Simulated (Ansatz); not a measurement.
A made-up structure of C$_{2}$H$_{5}$Si (charge +1), closed shell:

```tsv
atom	x (Å)	y (Å)	z (Å)
C1	-0.2914	0.6387	-0.0989
C2	0.5962	-0.5853	0.1842
Si3	-0.9024	-1.5400	-0.2157
H4	-1.3710	0.3679	-0.3989
H5	0.0360	1.2168	-0.9619
H6	-1.5603	-2.7491	-0.5643
H7	1.4379	-0.7021	-0.5016
H8	0.9535	-0.6568	1.2135
```

It is relaxed with PBE-D4/def2-SVP and then PBE0-D4/def2-TZVP (Ansatz 0.2.0). Atoms count as bonded within 1.22 times the sum of their covalent radii (H–H: 0.88 Å). The end point is not checked to be a true minimum.

Task: Does its bonding change? (A judgement: the text doesn't fix the answer.)

Result: Computed: No: no bond forms or breaks.

Where it ends: The first stage lowers the energy by 3.09 eV in 10 steps. It ends as C₂H₅Si ([CH2]1[CH2][SiH]1), total charge +1:
```xyz
8
angstrom
C -0.5031 0.2875 -0.3770
C 0.6496 -0.6271 0.2357
Si -0.7614 -1.4805 -0.4565
H -1.0783 0.8869 0.3274
H -0.2585 0.8391 -1.2837
H -1.5311 -2.6910 -0.8113
H 1.6008 -0.6350 -0.2946
H 0.7806 -0.5895 1.3163
```

Labels in which every atom is bracketed show which atoms are joined, not bond orders.

For scale, one of the runs: PBE0-D4/def2-TZVP relaxation, 129 basis functions, launched by `ansatz run in.yaml --threads 2 --pin off --events-out ev --progress --plain --max-ram 4352MiB`. Hardware: 2 CPU threads of an Arm Neoverse V1, shared host. Wall time about 14 s.
